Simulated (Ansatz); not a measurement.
For fcc Sr, RPBE (PAW; Ansatz, a first-principles code) gives:

* **equilibrium lattice constant a**: 6.156 Å
* **bulk modulus B0**: 10.7 GPa
* **cohesive energy**: 1.43 eV/atom

### Question
What does PBE0 in Ansatz (PAW) give for the same quantities?

### Answer

- lattice constant a: 6.120 Å (drops by 0.6 %)
- bulk modulus: 10.7 GPa (stays essentially unchanged)
- cohesive energy: 1.54 eV/atom (increases by 0.11 eV/atom)

For comparison: lattice constant a 6.045 Å (measured, low-temperature or extrapolated to 0 K; zero-point anharmonic expansion removed; as tabulated in Csonka et al. (2009), arXiv:0903.4037); bulk modulus 12.5 GPa (measured, corrected for temperature and zero-point phonon effects, sources range from 12.0 to 12.5; as tabulated in Levämäki et al. (2014), arXiv:1402.3671); cohesive energy 1.73 eV/atom (measured, static lattice: zero-point vibration energy added; as tabulated in Mejia-Rodriguez and Trickey (2018), arXiv:1807.09216).

Changes are worked out from the printed values.

Unless a cell is named, each level is at its own relaxed cell (RPBE 58.33, PBE0 57.31 Å³/atom).

Ansatz's density-functional and Hartree–Fock values are scalar-relativistic unless marked +SOC, with PAW data made under PBE.
